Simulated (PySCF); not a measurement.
C4H5P.
SMILES with atom numbers: `[cH:1]1[cH:2][cH:3][pH:4][cH:5]1` (hydrogens: H6 on C1; H7 on C2; H8 on C3; H9 on P4; H10 on C5)

Geometry (PBE0-D3(BJ)/def2-SVP, Å), atoms numbered from 1 in this order:
```xyz
10
C4H5P angstrom
C     -0.360   -1.037    0.293
C      0.999   -0.599    0.020
C      1.098    0.701   -0.357
P     -0.548    1.396   -0.601
C     -1.300   -0.073    0.126
H     -0.589   -2.061    0.601
H      1.857   -1.271    0.111
H      2.028    1.209   -0.617
H     -0.633    2.330    0.475
H     -2.373   -0.213    0.268
```

Method: core-valence-separated Tamm–Dancoff BHandHLYP/aug-pcX-1 (pcseg-1 on H, def2-SVPD on P) in PySCF, non-relativistic, gas phase, PBE0-D3(BJ)/def2-SVP geometry. No empirical shift is added; at this level the pattern usually sits a few eV under experiment.

The lowest roots of each edge with f over 0.003 (five at most, numbered afresh; weaker and dark ones are left out), with transition dipoles (au) in the frame of the coordinates:

| root | edge | E (eV) | μx | μy | μz |
| --- | --- | --- | --- | --- | --- |
| 1 | C | 282.35 | 0.0039 | 0.0103 | 0.0369 |
| 2 | C | 282.36 | -0.0124 | -0.0315 | -0.1123 |
| 3 | C | 282.75 | -0.0139 | -0.0316 | -0.1198 |
| 4 | C | 285.81 | 0.0233 | -0.0602 | 0.0173 |
| 5 | C | 286.03 | 0.0113 | 0.0025 | 0.0619 |

Problem. What are the oscillator strengths?

Solution. f = (2/3) ΔE |μ|², with ΔE in hartree (27.2114 eV):

| root | ΔE (Eh) | \|μ\|² (au) | f | core hole on |
| --- | --- | --- | --- | --- |
| 1 | 10.3763 | 0.001483 | 0.010 | C3/C5 |
| 2 | 10.3764 | 0.013757 | 0.095 | C3/C5 |
| 3 | 10.3908 | 0.015544 | 0.108 | C1/C2 |
| 4 | 10.5034 | 0.004466 | 0.031 | C3/C5 |
| 5 | 10.5114 | 0.003966 | 0.028 | C1/C2 |

Problem. Molecules are fixed in this frame and the field points along x. What effective strengths 3 f cos²θ do the roots have (θ between field and μ)?

Solution. root 1 (C3/C5): 0.000, root 2 (C3/C5): 0.003, root 3 (C1/C2): 0.004, root 4 (C3/C5): 0.011, root 5 (C1/C2): 0.003. Root 4 is the strongest. Averaged over all orientations cos²θ is 1/3, which gives f back. For degenerate partners only the sum has meaning, as the program may mix them freely.

